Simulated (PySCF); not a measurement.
Coordinates in bohr (charge 0 multiplicity 3):
```
S     1.6641    2.2739   -0.4281
S     1.8365   -2.1552    0.3243
S    -1.8649    2.8830   -0.4480
S    -1.6357   -3.0017    0.5517
```

All numbers come from UPBE0/[S def2-TZVP], no relativity, density fitting, PySCF.

This geometry of S4 is a stationary point at this level.

(1) What is the point group?

(2) Is it a minimum?

(3) Which band is strongest in the infrared?

(4) Give the atomic charges and bond orders.

(5) Give the ideal-gas entropy at 298.15 K and 1 bar by parts.

Results:

(1) C2v.

(2) Yes: all harmonic wavenumbers are real.

(3) 693 cm⁻¹ (b2), 53 km/mol.

(4) 
```csv
atom,Mulliken,Löwdin,polar tensor,spin (Mulliken),Mayer order to S1
S1,0.05,0.03,0.05,0.39,–
S2,0.05,0.03,0.05,0.39,0.63
S3,-0.05,-0.03,-0.05,0.61,1.83
S4,-0.05,-0.03,-0.05,0.61,0.16
```
Other Mayer orders above 0.3: S–S 1.83.

(5) translation 169.4, rotation 109.7, vibration 47.3, spin 9.1; total 335.5 J/(mol K).

Only a few start shapes were tried, so a lower isomer may exist.
